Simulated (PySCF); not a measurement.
**Simulated absorption spectrum**

1,3-propanediol, C3H8O2.
SMILES with atom numbers: `[OH:1][CH2:2][CH2:3][CH2:4][OH:5]` (hydrogens: H6 on O1; H7, H8 on C2; H9, H10 on C3; H11, H12 on C4; H13 on O5)

The calculation used PySCF, TDDFT CAM-B3LYP/def2-SVPD, vertical, gas phase, core orbitals frozen in the response. Geometry: PBE0-D3(BJ)/def2-SVP, one conformer, isolated molecule. Torsions of this conformer, `[OH:1][CH2:2][CH2:3][CH2:4][OH:5]`: O1–C2–C3–C4 70°, C2–C3–C4–O5 -59°, H–O1–C2–C3 -44°, H–O5–C4–C3 172°.

Computed states:

```json
{"state": "S1", "E (eV)": "7.07", "f": "0.0012"}
{"state": "S2", "E (eV)": "7.21", "f": "0.0066"}
{"state": "S3", "E (eV)": "7.89", "f": "0.010"}
{"state": "S4", "E (eV)": "8.20", "f": "0.0097"}
{"state": "S5", "E (eV)": "8.28", "f": "0.0095"}
{"state": "S6", "E (eV)": "8.33", "f": "0.048"}
{"state": "S7", "E (eV)": "8.46", "f": "0.036"}
{"state": "S8", "E (eV)": "8.88", "f": "0.012"}
{"state": "S9", "E (eV)": "8.90", "f": "0.053"}
{"state": "S10", "E (eV)": "8.93", "f": "0.011"}
```

Each state is given a Gaussian of 0.4 eV full width at half maximum, with ε(max) = 2.175×10⁸ f / Δν̃ (Δν̃ the width in cm⁻¹). The width is an assumption, not a result. The curve ends short of the highest state used, and states not computed would add to its high-energy end.

Question: What does the envelope look like, and where are its maxima?

Answer: 
```
λ (nm)  ε (L mol⁻¹ cm⁻¹)
 148.9              6190
 150.4              5279
 151.8              3948
 153.3              2598
 154.8              1668
 156.3              1146
 157.7               865
 159.2               634
 160.7               427
 162.2               263
 163.6               172
 165.1               151
 166.6               201
 168.1               296
 169.5               397
 171.0               480
 172.5               510
 174.0               478
 175.4               405
 176.9               305
 178.4               208
 179.9               129
 181.3                76
 182.8                40
 184.3                19
 185.8                 9
 187.2                 4
 188.7                 2
 190.2                 1
 191.7                 0
```

Maxima: 172 nm (7.19 eV), ε about 510, made up of S1 (13%) and S2 (87%) (ε in L mol⁻¹ cm⁻¹; maxima over ε = 5, shares over 10%). At its high-energy end, 8.33 eV, the curve is still rising (ε about 6200, from S6 and S7).

Question: Coming from long wavelengths, where does ε first pass 100 L mol⁻¹ cm⁻¹?

Answer: At about 181 nm (6.87 eV), 0.20 eV below S1.

Question: What would ε be at 7.19 eV, the highest of these maxima, with half the width (0.2 eV)?

Answer: About 938 L mol⁻¹ cm⁻¹ against 510, a factor of about 1.8; a lone state at its own centre would give exactly 2.

The vertical ionisation energy (ΔSCF) is 10.09 eV, 1.16 eV above S10.

Time: 64 s; peak memory 0.88 GiB. Hardware: an Arm Neoverse V2 with one thread, shared host with 96 logical CPUs at a one-minute load of 26.
